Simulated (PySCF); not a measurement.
The group X on vinyl-X is varied. Isolated molecules, 0 K electronic values unless said otherwise. One relaxed conformer stands for each flexible species; it need not be the lowest. Strings in code marks are SMILES.

All values below come from PBE-D3(BJ)/def2-TZVP // B3LYP-D3(BJ)/def2-TZVP (PySCF). All candidates: neutral, multiplicity 1. Excitations are Tamm–Dancoff values on a coarser integration grid. The basis has no diffuse functions, so Rydberg states are missing or too high.

| Quantity | Result |
|---|---|
| S1 excitation (TDA) | 7.77 eV |
| LUMO | -0.94 eV |
| HOMO–LUMO gap | 5.82 eV |

Q: Which member has these values?
A. `C=CC1CC1` (C–C–C–C torsion 145°)
B. `C=C`
C. `C=[CH][GeH3]`
D. `C=CNC` (C–C–N–C torsion 151°)

A: B, `C=C`. The others give `C=[CH][GeH3]`: 6.41 eV, -1.32 eV, 5.49 eV; `C=CC1CC1` (C–C–C–C torsion 145°): 6.64 eV, -0.61 eV, 5.17 eV; `C=CNC` (C–C–N–C torsion 151°): 5.22 eV, -0.03 eV, 4.59 eV
